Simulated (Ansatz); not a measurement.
bcc Rb: PBE at its full settings (plane-wave cutoff 520 eV, 14×14×14 k mesh, Fermi–Dirac smearing 0.05 eV, scalar-relativistic PAW data made under PBE) and at cheaper ones, in a cell of 1 atom with Γ-centred meshes.

```json
[
 {"level and setting": "PBE (Ansatz)", "lattice parameter a (Å)": "5.670", "bulk modulus (GPa)": "2.78"},
 {"level and setting": "PBE (250 eV cutoff) (Ansatz)", "lattice parameter a (Å)": "5.670", "bulk modulus (GPa)": "2.80"},
 {"level and setting": "PBE (300 eV cutoff) (Ansatz)", "lattice parameter a (Å)": "5.670", "bulk modulus (GPa)": "2.79"},
 {"level and setting": "PBE (Γ point alone) (Ansatz)", "lattice parameter a (Å)": "5.602", "bulk modulus (GPa)": "6.62"},
 {"level and setting": "PBE (2×2×2 k mesh) (Ansatz)", "lattice parameter a (Å)": "5.379", "bulk modulus (GPa)": "1.36"},
 {"level and setting": "PBE (4×4×4 k mesh) (Ansatz)", "lattice parameter a (Å)": "5.724", "bulk modulus (GPa)": "2.64"},
 {"level and setting": "PBE (4×4×4 k mesh and 300 eV cutoff) (Ansatz)", "lattice parameter a (Å)": "5.724", "bulk modulus (GPa)": "2.63"},
 {"level and setting": "PBE (6×6×6 k mesh) (Ansatz)", "lattice parameter a (Å)": "5.683", "bulk modulus (GPa)": "2.74"},
 {"level and setting": "PBE (Fermi-Dirac smearing of 0.3 eV) (Ansatz)", "lattice parameter a (Å)": "5.728", "bulk modulus (GPa)": "2.39"}
]
```

Largest shifts from the full settings: lattice constant a -5.13 % (PBE (2×2×2 k mesh)), against a difference of +1.69 % of the full result from the reference 5.576 Å (measured, low-temperature or extrapolated to 0 K; zero-point anharmonic expansion removed; as tabulated in Csonka et al. (2009), arXiv:0903.4037); bulk modulus +138 % (PBE (Γ point alone)), against a difference of -4.8 % of the full result from the reference 2.92 GPa (measured, corrected for temperature and zero-point phonon effects, our sources range from 2.92 to 3.60; as tabulated in Levämäki et al. (2014), arXiv:1402.3671).

The full settings aren't shown to be converged themselves.

Ansatz's density-functional and Hartree–Fock values are scalar-relativistic unless marked +SOC, with PAW data made under PBE.

Run with cheap settings on purpose, which may leave them unconverged: PBE (250 eV cutoff), PBE (2×2×2 k mesh), PBE (300 eV cutoff), PBE (4×4×4 k mesh and 300 eV cutoff), PBE (4×4×4 k mesh), PBE (6×6×6 k mesh), PBE (Fermi-Dirac smearing of 0.3 eV), PBE (Γ point alone).

Ansatz is an electronic-structure program.
